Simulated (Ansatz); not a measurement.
A made-up structure of CH6NSi (charge -1), singlet:

C1  (-0.403, 0.854, -0.826)
N2  (0.387, -0.246, -0.347)
Si3  (-0.334, -1.302, 0.953)
H4  (-1.427, 0.501, -1.002)
H5  (-0.023, 1.257, -1.780)
H6  (0.495, -0.958, -1.069)
H7  (1.336, 0.054, -0.163)
H8  (0.848, -2.292, 1.046)
H9  (0.105, -0.536, 2.246)
(Å)

It is relaxed with PBE-D4/def2-SVPD and then PBE0-D4/def2-TZVPD (Ansatz 0.2.0). Atoms count as bonded within 1.22 times the sum of their covalent radii (H–H: 0.88 Å). The end point is not checked to be a true minimum.

Q: Does its bonding change? (A judgement: the text doesn't fix the answer.)

A: Computed: No: no bond forms or breaks.

Where it ends: The first stage lowers the energy by 0.40 eV in 8 steps. It ends as CH₆NSi ([CH2][NH2][SiH2]), total charge -1:
```xyz
9
angstrom
C -0.4200 0.9153 -0.8108
N 0.3859 -0.2847 -0.3848
Si -0.3969 -1.3520 1.0206
H -1.4402 0.5353 -0.9709
H -0.0403 1.2129 -1.8055
H 0.6065 -0.9564 -1.1279
H 1.2783 0.0340 -0.0293
H 0.8407 -2.2926 1.0193
H 0.1708 -0.4813 2.1481
```

Labels in which every atom is bracketed show which atoms are joined, not bond orders.

For scale, one of the runs: PBE0-D4/def2-TZVPD relaxation, 171 basis functions, launched by `ansatz run in.yaml --threads 2 --pin off --events-out ev --progress --plain --max-ram 4352MiB`. Hardware: 2 CPU threads of an Arm Neoverse V2, shared host. Wall time about 32 s.
